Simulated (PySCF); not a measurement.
# Spin-Hamiltonian simulation

Molecule: Difluoroacetonitrile, C2HF2N.

Molfile (atoms numbered from 1):
```
C2HF2N
     RDKit          3D

  6  5  0  0  0  0  0  0  0  0999 V2000
    0.4594    2.0858   -0.3395 N   0  0  0  0  0  0  0  0  0  0  0  0
    0.2147    0.9726   -0.1552 C   0  0  0  0  0  0  0  0  0  0  0  0
   -0.1142   -0.4445    0.1183 C   0  0  0  0  0  0  0  0  0  0  0  0
   -1.0460   -0.8631   -0.7475 F   0  0  0  0  0  0  0  0  0  0  0  0
    0.9858   -1.1952   -0.0232 F   0  0  0  0  0  0  0  0  0  0  0  0
   -0.4997   -0.5555    1.1471 H   0  0  0  0  0  0  0  0  0  0  0  0
  1  2  3  0
  2  3  1  0
  3  4  1  0
  3  5  1  0
  3  6  1  0
M  END
```

Theory: J: B3LYP/pcJ-1, PBE0-D3(BJ)/def2-SVP structure, NMR shieldings at PBE0/pcSseg-1/GIAO, in PySCF 2.14 (fast rotation and ring inversion assumed for equivalent nuclei, one computed conformer, non-relativistic, no solvent model).

Shifts are taken against calculated references (same method and geometry level): 1H vs TMS.

Shifts (ppm): F4/F5 -131.7, H6 5.92.
Couplings (Hz): F4–F5: 311.9; F4–H6, F5–H6: 58.1.

The 3-spin Hamiltonian (Zeeman plus full scalar coupling among like nuclei) was diagonalised exactly; lines are Lorentzian, 0.7 Hz wide, and the maxima above 3 % are listed with the tallest set to 100.

Problem. Give the 1H peak list of this spin system at 90 MHz.

Solution. 
δ in ppm (height): 6.566 (50), 5.920 (100), 5.274 (50)

Problem. And at 500 MHz?

Solution. 
δ in ppm (height): 6.036 (50), 5.920 (100), 5.804 (50)
